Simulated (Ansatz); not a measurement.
hcp Tc was calculated with rVV10 in Ansatz (plane waves, PAW).

Numerical settings: plane-wave cutoff 520 eV, 24×24×12 k mesh (along the axes of the cell as run), Fermi–Dirac smearing 0.05 eV, no spin polarisation, scalar-relativistic PAW data made under PBE.

Energies at three volumes about the minimum:

```tsv
V (Å³/atom)	E − E_lowest (meV/atom)
14.499	5.51
14.795	0.00
15.091	5.13
```

Problem. Fit a parabola by hand: where is the minimum, and what is the bulk modulus?

Solution. Slopes: (0.00 − 5.51)/(14.795 − 14.499) = -18.615 and (5.13 − 0.00)/(15.091 − 14.795) = 17.331 meV/Å³. Curvature E″ = 2 × (17.331 − (-18.615))/(15.091 − 14.499) = 121.439 meV/Å⁶. From the middle of the first interval, the slope vanishes at V0 = 14.6470 − (-18.615)/121.439 = 14.800 Å³/atom. B = V0 E″ = 14.800 × 121.439 meV/Å³ × 0.1602 GPa per meV/Å³ = 288 GPa. The full Birch–Murnaghan fit to all volumes gives V0 = 14.795 Å³/atom and B0 = 288 GPa.

Shape and atoms are relaxed at each volume.

Measured, for comparison: bulk modulus 303 GPa (zero-point energy and finite temperature contributions removed; as tabulated in doi:10.1021/acs.jctc.3c00612). Computed (rounded) less measured: bulk modulus -5 %.

Note: the bulk modulus comes from volumes at which shape and atoms were relaxed.

Ansatz is a first-principles code.
